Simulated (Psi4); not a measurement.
This Psi4 input (PBE/def2-SVP) gives -115.48689 Eh with 48 basis functions.

```
memory 8100 MB

molecule {
0 1
C    -0.05249934    0.66361634   -0.00082491
O    -0.03987542   -0.75703536    0.00178984
H    -1.09784462    0.96908472    0.00748358
H     0.87401456   -1.05773522   -0.00540936
H     0.43649641    1.08332517    0.88540014
H     0.42133308    1.07991017   -0.89684359
}

set {
  basis def2-svp
  scf_type df
}

energy('pbe')
print_variables()
```

Change:
```diff
- basis def2-svp
+ basis pcseg-3
```

Q: What does the run give now?

A: -115.64234 Eh (PBE/pcseg-3, 252 functions), a change of -155.45 mEh.
